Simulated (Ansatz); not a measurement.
HBe–BeH, singlet in cc-pVDZ: errors against full CI

Geometry: a point of a stretch scan, not a stationary point.

```
atom   x (Å)   y (Å)    z (Å)
  Be  0.0000  0.0000   1.4360
  Be  0.0000  0.0000  -1.4360
   H  0.0000  0.0000   2.7835
   H  0.0000  0.0000  -2.7835
```

Basis cc-pVDZ; Ansatz 0.2.0. Correlated methods freeze the noble-gas cores, which leaves 6 electrons in 36 orbitals. R marks a restricted (for open shells ROHF) determinant. Active spaces: valence = (6e, 10o) chosen from the atoms' valence shells; pair = (2e, 2o) about the gap.

Full CI is exact within this basis and frozen core; it isn't the basis-set limit.

- UHF ⟨S²⟩: 0.000
- T1 diagnostic (RCCSD): 0.0110
- largest doubles amplitude (RCCSD): 0.116

**Question.** From what is known of these methods and the diagnostics, rank them by the size of their error in total energy against full CI in cc-pVDZ, smallest first (an estimate: the text doesn't fix the numbers).
A. NEVPT2 (valence space)
B. RMP2
C. MRCISD (pair space)
D. CASSCF (pair space)
E. RCCSDT(Q)

**Answer.** E (0.1 kJ/mol), C (13.7 kJ/mol), A (36.0 kJ/mol), B (78.7 kJ/mol), D (237.1 kJ/mol).

All errors are against full CI in cc-pVDZ. Within each family the higher level lies nearer, as is usual though not guaranteed.

The full-CI state has the irrep Ag of D2h, in the program's axes (one component, if the state is degenerate).

Natural occupations of full CI about the gap: 1.953 1.952 1.888 0.060 0.025 0.025 0.017 0.013 0.011 0.011; effectively unpaired electrons, Σ n²(2−n)², 0.08.
